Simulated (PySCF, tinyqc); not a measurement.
A ladder of methods, and size consistency: correlation methods against full CI in the sto-3g basis, for LiH, spin multiplicity 1. Computed by the program tinyqc with PySCF. Command: `OMP_NUM_THREADS=1 python tinyqc.py 110496 110497 out.jsonl`; one thread of a shared host (Intel(R) Xeon(R) Processor @ 2.60GHz), about 0.7 s.

Geometry (angstrom):
```
atom       x       y       z
Li    0.0000  0.0000  0.0000
H     0.0000  0.0000  2.1810
```

RHF energy of one = -7.810270 hartree

All electrons correlated; +Q is the Davidson correction (1 - c0^2) E_corr. The last columns treat two copies 100 angstrom apart as one system. FCI is the lowest singlet.

Correlation energies (hartree):
```
method   E_corr of one  share of FCI (%)  E_corr of two at 100 angstrom  two minus twice one (mhartree)
MP2           -0.02054            55.669                       -0.04107                       -7.04e-05
CISD          -0.03686            99.922                       -0.06920                           4.524
CISD+Q        -0.03956           107.241                       -0.07690                           2.220
CCSD          -0.03687            99.936                       -0.07374                       -1.75e-04
CCSD(T)       -0.03689            99.989                       -0.07377                       -1.73e-04
FCI           -0.03689           100.000                              -                               -
```

MP2 recovers 56 %, CISD 99.9 % and CCSD 99.9 % of the FCI value (c0^2 = 0.927 in CISD). MP2 and coupled cluster are size consistent, so their last column vanishes but for a trace of long-range electrostatics; CISD loses 4.52 mhartree, since a double excitation on each copy is a quadruple of the pair, and the Davidson correction leaves +2.22. The restricted reference is unstable here: a spin-polarised solution lies 0.0040 hartree lower (PySCF), so results built on it describe a poor reference.
